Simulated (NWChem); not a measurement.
System: hydroxide (OH anion); SMILES [OH-]

Output (shortened):

```
             Northwest Computational Chemistry Package (NWChem) 7.3.0
             --------------------------------------------------------

                             Geometry "geometry" -> ""
                             -------------------------

 Output coordinates in angstroms (scale by  1.889725989 to convert to a.u.)

  No.       Tag          Charge          X              Y              Z
 ---- ---------------- ---------- -------------- -------------- --------------
    1 O                    8.0000     0.00000000     0.00000000     0.10312500
    2 H                    1.0000     0.00000000     0.00000000    -0.86440400

 Effective nuclear repulsion energy (a.u.)       4.3754946797

  pbe96 is a nonlocal functional; adding pw91lda local functional.

                                 NWChem DFT Module
                                 -----------------

 Summary of "ao basis" -> "ao basis" (spherical)
 ------------------------------------------------------------------------------
       Tag                 Description            Shells   Functions and Types
 ---------------- ------------------------------  ------  ---------------------
 O                         def2-svpd                 9       23   4s3p2d
 H                         def2-svpd                 4        8   2s2p

 in cosmo_initialize ...
 calling solv_data for solv:dmso

 solvent parameters
 solvname_short: dmso
 solvname_long:  dimethylsulfoxide
 dielec:       46.8260
 dielecinf:     2.0079
 nonaqueous SMD model solvent descriptors
 dielec:       46.8260
 sola:          0.0000
 solb:          0.8800
 solc:          0.0000
 solg:         61.7800
 solh:          0.0000
 soln:          1.4170

          ---------------
          -cosmo- solvent
          ---------------
 Cosmo: York-Karplus, doi: 10.1021/jp992097l
 dielectric constant -eps-     =  46.83
 screen = (eps-1)/(eps    )    =   0.97864
 surface charge correction     = lagrangian

   van der Waals surface
 --------------------------

[...]

                                COSMO-SMD solvation results
                                ---------------------------

             internal energy in gas <Psi(g)|H|Psi(g)> =       -75.671708565285
         internal energy in solvent <Psi(s)|H|Psi(s)> =       -75.671174684505
                               delta internal energy  =         0.000533880780 (    0.34 kcal/mol)
   total free energy in solvent <Psi(s)|H+V/2|Psi(s)> =       -75.784164344896
 polarization energy contribution <Psi(s)|V/2|Psi(s)> =        -0.112989660391 (  -70.90 kcal/mol)
    total free energy in solvent including G(SMD-CDS) =       -75.786513770551
                       G(SMD-CDS) energy contribution =        -0.002349425655 (   -1.47 kcal/mol)
     1 M fixed-concentration free energy of solvation =        -0.114805205266 (  -72.04 kcal/mol)

                       DFT Final Molecular Orbital Analysis
                       ------------------------------------

 Vector    3  Occ=2.000000D+00  E=-2.646757D-01
              MO Center= -8.4D-09,  7.5D-09,  5.8D-02, r^2= 9.1D-01
   Bfn.  Coefficient  Atom+Function         Bfn.  Coefficient  Atom+Function
  ----- ------------  ---------------      ----- ------------  ---------------
     7      0.498880  1 O  pz                24     -0.376420  2 H  s
     3      0.285198  1 O  s                 10      0.227699  1 O  pz
     2      0.215877  1 O  s                 25     -0.165967  2 H  s
     4      0.122929  1 O  s                  1      0.105908  1 O  s
    13      0.082761  1 O  pz

 Vector    4  Occ=2.000000D+00  E=-1.344873D-01
              MO Center= -2.9D-09,  2.4D-09,  6.0D-02, r^2= 1.1D+00
   Bfn.  Coefficient  Atom+Function         Bfn.  Coefficient  Atom+Function
  ----- ------------  ---------------      ----- ------------  ---------------
     6      0.443458  1 O  py                 5      0.393137  1 O  px
     9      0.293687  1 O  py                 8      0.260361  1 O  px
    12      0.189388  1 O  py                11      0.167897  1 O  px

 Vector    5  Occ=2.000000D+00  E=-1.344873D-01
              MO Center= -3.1D-08,  2.8D-08,  6.0D-02, r^2= 1.1D+00
   Bfn.  Coefficient  Atom+Function         Bfn.  Coefficient  Atom+Function
  ----- ------------  ---------------      ----- ------------  ---------------
     5      0.443458  1 O  px                 6     -0.393137  1 O  py
     8      0.293687  1 O  px                 9     -0.260361  1 O  py
    11      0.189388  1 O  px                12     -0.167897  1 O  py

 Vector    6  Occ=0.000000D+00  E= 2.855679D-02
              MO Center= -1.8D-07,  1.6D-07, -1.0D+00, r^2= 4.5D+00
   Bfn.  Coefficient  Atom+Function         Bfn.  Coefficient  Atom+Function
  ----- ------------  ---------------      ----- ------------  ---------------
     4      2.406044  1 O  s                 25     -1.751552  2 H  s
    13     -0.743385  1 O  pz                31     -0.738338  2 H  pz
     2     -0.190845  1 O  s                  7      0.170529  1 O  pz
    10     -0.119804  1 O  pz                21      0.084106  1 O  d  0
     1     -0.073305  1 O  s                 28     -0.058884  2 H  pz

[...]
```

Level: PBE/def2-SVPD, SMD on the gas-phase geometry. All runs use the structure optimised with B3LYP/def2-SVPD. The gas-phase anion has a positive highest level at the geometry level, so the gas reference is doubtful. Solvent: dimethyl sulfoxide.

Task: Reconstruct the input file.

Result: One answer among several that fit: the input that was run:
```
start job
memory heap 200 mb stack 900 mb global 1100 mb
charge -1
geometry units angstroms noautosym nocenter noautoz
  O      0.000000     0.000000     0.103125
  H      0.000000     0.000000    -0.864404
end
basis spherical
  * library def2-svpd
end
dft
  xc xpbe96 cpbe96
  iterations 150
end
cosmo
  do_cosmo_smd true
  solvent dmso
end
task dft energy
```
